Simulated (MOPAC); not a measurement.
MOPAC input (AM1):

```
AM1 1SCF CHARGE=-1 GEO-OK AUX(PRECISION=9) THREADS=1
C4H7

C    -0.01757571 1    0.09245593 1    1.57136089 1
C    -0.00253030 1    0.02041354 1    0.22468106 1
H    -0.01957867 1   -0.94890930 1    1.97860204 1
C     0.00393210 1    1.27502722 1   -0.63260020 1
H    -0.00533690 1    2.15164792 1    0.01652705 1
H     0.89047130 1    1.33342414 1   -1.28748007 1
H    -0.86819721 1    1.32921117 1   -1.30690294 1
C     0.00994611 1   -1.24288159 1   -0.63099270 1
H     0.00510366 1   -2.13392940 1    0.00074878 1
H    -0.86054684 1   -1.30287082 1   -1.30779127 1
H     0.89545144 1   -1.29866425 1   -1.28839789 1
```

Task: What heat of formation does the run end on, and which ionisation energy by Koopmans theorem?

Result: 51.55 kcal/mol; 1.71 eV.
